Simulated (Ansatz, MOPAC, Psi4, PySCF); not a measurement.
Species: trimethyl amine, C3H9N (charge 0, singlet). SMILES: CN(C)C
Geometry: optimised at B3LYP-D3(BJ)/def2-TZVP (Ansatz, a quantum-chemistry and plane-wave program).

Property: vertical ionisation energy to the doublet, in eV. Set-up: no spin-orbit coupling; non-relativistic; open shells spin-unrestricted; each state is the SCF solution reached for its charge and spin; frozen cores in correlated levels; 6-311+G** with 5d; six Cartesian d functions in 6-31G* and its kin unless marked 5d; PM7 with its own dispersion and hydrogen-bond terms; dispersion terms only where a functional's name holds one. First-principles rows: single points at B3LYP-D3(BJ) geometries (Ansatz). Semi-empirical rows: differences of heats of formation at the shared geometry for vertical values.

```tsv
level	program	vertical ionisation energy to the doublet (eV)
AM1	MOPAC	8.57
PM3	MOPAC	8.58
PM6	MOPAC	7.80
PM7	MOPAC	8.11
HF/6-311+G**	Ansatz	7.16
PBE/6-31G*	Ansatz	8.02
PBE/6-311+G**	Ansatz	8.21
B3LYP/3-21G	Ansatz	7.96
B3LYP/6-31G*	Ansatz	8.17
B3LYP/6-311+G**	Ansatz	8.35
M06-2X/6-31G* (5d)	PySCF	8.39
wB97X-D/6-31G*	Psi4	8.20
MP2/6-311+G**	Ansatz	8.46
wB97X-V/def2-TZVPD	Ansatz	8.38
```

No value to compare with is used here. The 13 habitual levels span 7.16 (HF/6-311+G**) to 8.58 eV (PM3); wB97X-V/def2-TZVPD gives 8.38.

The levels are drawn from those run, B3LYP/6-31G* more often than the rest, none by its result; runs whose electronic state is in doubt are left out.
